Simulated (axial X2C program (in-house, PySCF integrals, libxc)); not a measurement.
LiN: properties at the nuclei

Calculated with an axial X2C code built on PySCF integrals: two-component X2C with atomic mean-field Coulomb and Gaunt terms, Gaussian nuclei, basis N dyall-av3z, Li dyall-cv3z with contracted cores.

R = 1.857 Å (near the PBE0 minimum at charge 0 of the determinant lowest at the starting distance; the state shown can have its own minimum elsewhere).

Determinant lowest in the PBE0 search, Ω = 1 (⟨Sz⟩ = 1.00, ⟨Lz⟩ = 0.00 at PBE0), spin on the atoms N 0.99, Li 0.01:

```json
{"level": "PBE0", "Eeff magnitude (GV/cm)": "0.00017", "Ws magnitude N (kHz)": "6.13e-07", "Ws magnitude Li (kHz)": "2.17e-05", "A∥/gI N (MHz)": "-92.7", "qzz N (a.u.)": "-1.58", "A∥/gI Li (MHz)": "-8.06", "qzz Li (a.u.)": "-0.05", "μ (D)": "6.89"}
{"level": "HF", "Eeff magnitude (GV/cm)": "0.000528", "Ws magnitude N (kHz)": "0.000115", "Ws magnitude Li (kHz)": "3.97e-05", "A∥/gI N (MHz)": "-39.6", "qzz N (a.u.)": "-1.44", "A∥/gI Li (MHz)": "-13.6", "qzz Li (a.u.)": "-0.05", "μ (D)": "7.32"}
{"level": "PBE50", "Eeff magnitude (GV/cm)": "0.000193", "Ws magnitude N (kHz)": "5.7e-06", "Ws magnitude Li (kHz)": "2.46e-05", "A∥/gI N (MHz)": "-85.9", "qzz N (a.u.)": "-1.55", "A∥/gI Li (MHz)": "-7.45", "qzz Li (a.u.)": "-0.05", "μ (D)": "7.11"}
{"level": "PBE", "Eeff magnitude (GV/cm)": "0.000161", "Ws magnitude N (kHz)": "2.27e-06", "Ws magnitude Li (kHz)": "1.82e-05", "A∥/gI N (MHz)": "-98.7", "qzz N (a.u.)": "-1.59", "A∥/gI Li (MHz)": "-9.62", "qzz Li (a.u.)": "-0.04", "μ (D)": "6.53"}
{"level": "B3LYP", "Eeff magnitude (GV/cm)": "0.000272", "Ws magnitude N (kHz)": "3.13e-05", "Ws magnitude Li (kHz)": "2.14e-05", "A∥/gI N (MHz)": "-75.5", "qzz N (a.u.)": "-1.61", "A∥/gI Li (MHz)": "-10", "qzz Li (a.u.)": "-0.04", "μ (D)": "6.79"}
```

Eeff is the effective electric field on the electron electric dipole moment in this Ω state and Ws the scalar–pseudoscalar constant of the nucleus named (defined with the proton number Z and per Ω); A∥ (defined per Ω) follows by multiplying with gI = μI/(I μN); qzz is the electric field gradient, eQq0 = 234.96 MHz × Q/barn × qzz; μ is positive if the Li end (last atom) is positive. The operators were transformed with the bare-nucleus X2C matrices; with these basis sets, hyperfine constants and field gradients can be off by tens of per cent, and where levels differ in sign neither size nor sign is settled.

Problem. With Q(14N) = 0.02044 barn, gI(7Li) = 2.1710 (g factors from the IAEA table of nuclear moments by Stone; Q from Pyykkö, Mol. Phys. 2018), turn the PBE0 values of the first state into constants in MHz.

Solution. eQq0(14N) = 234.96 × (0.02044) × (-1.58) = -7.59 MHz; A∥(7Li) = -8.06 × 2.1710 = -17.5 MHz.

Each state is one determinant with collinear spin, which with several unpaired electrons need not be a pure state. Unrestricted Hartree–Fock can overshoot spin polarisation at the nuclei. With several open shells hyperfine constants can be off by a factor of several. Where Eeff spreads by more than a factor of two the levels disagree and none is to be relied on. Open-shell Ω = 0 determinants with evenly filled partner blocks cannot be reached by this program, so the Ω shown need not be the lowest component. The search compared states at one distance, so a state with another bond length can lie lower. The sign of Ws at N differs between levels in the first state. Further determinants of the search, some of them spin-mixed, are not shown. Where a field gradient or hyperfine factor spreads by more than a factor of two over the levels, a constant derived from it is not to be relied on.
